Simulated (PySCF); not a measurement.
**hydrogen cyanide: calculation against experiment**

**Measured values to compare with.**

NIST CCCBDB Release 22 (SRD 101), experimental dipoles lists, for the gas: dipole moment (microwave Stark effect, vibrational ground state) 2.98 D.

The results are set against them at the end.

Species: hydrogen cyanide, HCN.
Numbering: `[CH:1]#[N:2]` (hydrogens: H3 on C1)

Cartesian coordinates in Å at the CAM-B3LYP/6-31+G* level; atoms count from 1:
```xyz
3
HCN angstrom
C     -0.027   -0.002   -0.005
N      1.124    0.020   -0.012
H     -1.098   -0.022    0.001
```

Runs made with PySCF (gas phase, on this CAM-B3LYP/6-31+G* geometry; no spin–orbit coupling):

```csv
level,job,basis functions,wall time
"CAM-B3LYP/6-31+G*, grid level 1",geometry optimisation from a GFN2-xTB start,38,1.1 s
```

Hardware: one thread of an Arm Neoverse V2, on a shared host.

All basis functions are spherical.

**Comparison with experiment**

**Dipole moment.** Measured: 2.98 D (NIST CCCBDB Release 22 (SRD 101), experimental dipoles).

```
            level  computed (D)  computed − measured (D)  % (from the printed values)
CAM-B3LYP/6-31+G*          3.14                    +0.16                           +5
```

The computed dipoles belong to one fixed geometry; measured ones are averaged over vibrations unless marked μe. Magnitudes are compared, not signs.

No measured geometry was used, and the causes of the misses weren't examined.
